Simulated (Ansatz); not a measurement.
CdSb₂Se₃Br₂ (C2/m, No. 12), treated with B3LYP (VWN-RPA form) in Ansatz (plane waves, PAW).

Numerical settings: plane-wave cutoff 460 eV, 6×6×2 k mesh (along the axes of the cell as run), Fermi–Dirac smearing 0.01 eV, scalar-relativistic PAW data made under PBE.

Cell (measured lattice):

```
CdBr2Sb2Se3
1.0
   10.49900    -2.01300     0.00000
   10.49900     2.01300     0.00000
   -5.88995     0.00000    10.62575
Cd Sb Se Br
2 4 6 4
Cartesian
  4.11608   0.00000   5.81016
 10.99197   0.00000   4.81559
 -3.66306   0.00000   8.31678
 18.77110   0.00000   2.30898
 14.24292   0.00000   0.95844
  0.86513   0.00000   9.66731
  5.92519   0.00000   1.47060
  9.18286   0.00000   9.15515
  1.92500   0.00000   0.26989
 13.18305   0.00000  10.35586
  5.03690   0.00000   8.33484
 10.07115   0.00000   2.29091
  2.39378   0.00000   3.72751
 12.71427   0.00000   6.89824
 16.14253   0.00000   4.81984
 -1.03448   0.00000   5.80591
```

Q: Estimate the band gap, smallest direct gap on the k points sampled and direct gap at Γ that the calculation returns.

A: 
band gap: 2.05 eV
smallest direct gap on the k points sampled: 2.09 eV
direct gap at Γ: 2.43 eV

Note: cell and atoms aren't relaxed at this level (pressure 4.1 GPa).

Spin–orbit coupling is not included; with these elements it can move the gap by several tenths of an eV or more.

Computed values are for the static lattice.

Ansatz is an electronic-structure program.
